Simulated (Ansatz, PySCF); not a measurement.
System: hydrogen fluoride, HF, net charge 0, singlet state. SMILES: F
Coordinates optimised at B3LYP-D3(BJ)/def2-TZVP (Ansatz, a program for electronic structure):
```
F
H 1 0.9245
```


Wanted: enthalpy of formation at 298 K (from the atomisation energy, B3LYP-D3(BJ)/def2-TZVP harmonic zero-point and thermal terms from PySCF, and the atoms' enthalpies of formation in the G2/97 table; no spin-orbit terms, and no core term in the frozen-core levels), in kcal/mol. Correlated levels leave the core frozen unless marked. Open shells are spin-unrestricted. No spin-orbit coupling. No relativistic terms. The coupled-cluster limit lacks core correlation, which all-electron functionals hold. CBS marks a two-point X^-3 extrapolation of the correlation energy; Hartree-Fock from the larger set (for Q and 5 zeta extrapolated as (X+1)exp(-9√X)). The bracket is a focal-point correction in the basis named.

Measured: -65.2 kcal/mol (Active Thermochemical Tables 1.112 (ions: stationary electron), as tabulated in the package chemicals); it holds spin-orbit and relativistic effects, which these rows lack, and core correlation, which the frozen-core levels lack.

| level | program | enthalpy of formation at 298 K (kcal/mol) | error against measurement |
|---|---|---|---|
| HF/def2-TZVPPD | Ansatz | -20.7 | 44.5 |
| PBE-D3(BJ)/def2-TZVPD | Ansatz + dftd3 | -65.4 | -0.2 |
| revPBE-D4/def2-TZVPD | Ansatz + dftd4 | -61.7 | 3.5 |
| M06-L/def2-TZVPD | PySCF | -57.6 | 7.6 |
| r2SCAN-D4/def2-TZVPD | Ansatz + dftd4 | -61.4 | 3.8 |
| r2SCANh/def2-TZVPD | Ansatz | -59.8 | 5.4 |
| HSE06-D4/def2-TZVPD | Ansatz + dftd4 | -60.3 | 4.9 |
| CAM-B3LYP-D4/def2-TZVPD | Ansatz + dftd4 | -63.3 | 1.9 |
| LC-wPBE-D3(BJ)/def2-TZVPD | Ansatz + dftd3 | -61.9 | 3.3 |
| wB97X-V/def2-TZVPD | Ansatz | -61.8 | 3.4 |
| B2PLYP-D4/def2-TZVPD | Ansatz + dftd4 | -62.0 | 3.2 |
| MP2/6-31G | Ansatz | -32.7 | 32.5 |
| MP2/cc-pV5Z | Ansatz | -69.6 | -4.4 |
| MP2/CBS(def2-TZVPPD,def2-QZVPPD) | Ansatz | -70.6 | -5.4 |
| RI-MP2/cc-pVQZ | Ansatz | -68.4 | -3.2 |
| SCS-MP2/def2-TZVPPD | Ansatz | -64.8 | 0.4 |
| SCS-MP2/def2-QZVPPD | Ansatz | -67.0 | -1.8 |
| CCSD/STO-3G | Ansatz | -15.0 | 50.2 |
| CCSD(T)/aug-cc-pVTZ | Ansatz | -63.3 | 1.9 |
| RI-MP2/CBS(aug-cc-pVTZ,aug-cc-pVQZ)+[CCSD(T)-MP2]/aug-cc-pVTZ | Ansatz | -66.3 | -1.1 |
| CCSD(T)/CBS(cc-pVQZ,cc-pV5Z) | Ansatz | -65.7 | -0.5 |
